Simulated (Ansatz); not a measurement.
# BH3 (singlet): from Hartree-Fock to the top rungs at distance B1–H2 = 1.490 Å, cc-pVDZ

How much of the correlation energy of BH3 (singlet) does each wave-function method recover here?

Program: Ansatz 0.2.0, Gaussian basis. Level of theory: cc-pVDZ, core rule «outside noble gas», up to 1 orbitals frozen. These are calculated values, not measurements.

Plan: UHF; CCSD(T) on RHF; BCCD(T) on RHF; CISD; CCSDT(Q) on RHF; CCSDTQ on RHF; CASSCF and MRCISD+Q, 2 electrons in 2 orbitals; CASSCF and NEVPT2, 2 electrons in 2 orbitals; CASSCF and MRCISD+Q, 6 electrons in 7 orbitals; CASSCF and NEVPT2, 6 electrons in 7 orbitals; Full CI.

18 further runs of the same task are left out: 4 for a known fault of the program, 10 that didn't finish, 4 set aside as unsound or not needed.

**1. The geometry**

The geometry derives from a PBE0/def2-TZVP stationary point (not a proven minimum). One bond is set to the value named and the two fragments are kept rigid.

4 atoms, charge 0, spin multiplicity 1.

Atoms are counted from 1 here; the program's logs count them from 0.

Bond lengths: B1–H3 1.193 Å, B1–H4 1.193 Å. Angles: H3–B1–H4 120.0°.

**2. UHF**

Contents of in.yaml:

```yaml
crystal:
  periodic: [false, false, false]
  atoms:
    - {symbol: B, position_ang: [-0.021603, -0.000264, 0.000005]}
    - {symbol: H, position_ang: [1.468287, 0.017910, -0.000317]}
    - {symbol: H, position_ang: [-0.630897, 1.025949, -0.002832]}
    - {symbol: H, position_ang: [-0.605684, -1.041032, 0.003100]}
basis:
  gaussian: {orbitals: cc-pVDZ}
magnetization: {spin_polarized: true, initial_magnetization: 0}
hamiltonian: {xc: hf}
output: {orbitals: {seedname: orbitals}}
```

Command:

```console
> ansatz run in.yaml --threads 1 --pin off --events-out ev --progress --plain --max-ram 2393MiB
```

After this run come: CCSD(T) on RHF; BCCD(T) on RHF; CISD; CCSDT(Q) on RHF; CCSDTQ on RHF; CASSCF and MRCISD+Q, 2 electrons in 2 orbitals; CASSCF and NEVPT2, 2 electrons in 2 orbitals; CASSCF and MRCISD+Q, 6 electrons in 7 orbitals; CASSCF and NEVPT2, 6 electrons in 7 orbitals; Full CI.

Q: Predict the results of all the runs planned. Wanted: FCI below the RHF energy; RMP2 from FCI; RCCSD from FCI; RCCSD(T) from FCI; RCCSDT(Q) from FCI; NEVPT2 pair from FCI; MRCISD+Q pair from FCI; NEVPT2 valence from FCI; T1 diagnostic.

**Answer**, as computed:

| quantity | value |
| --- | --- |
| FCI below the RHF energy | -3.3003 eV |
| RMP2 from FCI | +754.5 meV |
| RCCSD from FCI | +61.9 meV |
| RCCSD(T) from FCI | +13.3 meV |
| RCCSDT(Q) from FCI | +0.2 meV |
| NEVPT2 pair from FCI | +679.0 meV |
| MRCISD+Q pair from FCI | -16.0 meV |
| NEVPT2 valence from FCI | +532.6 meV |
| levels within 1 kcal/mol (43 meV) | RCCSD(T), BCCD(T), RCCSDT, RCCSDT(Q), RCCSDTQ, MRCISD+Q pair, MRCISD+Q valence |
| T1 diagnostic | 0.007 |
| effectively unpaired electrons | 0.04 |

In words: RCCSD(T) misses by +13.3 meV, 0.4 % of the correlation energy. MRCISD+Q pair falls below full CI: the +Q correction isn't variational, and the cores differ from full CI's. One determinant dominates. Of the multireference levels listed MRCISD+Q valence comes nearest in total energy (+1.1 meV), which doesn't show that its space is the better one. These misses are within one basis, not against nature.
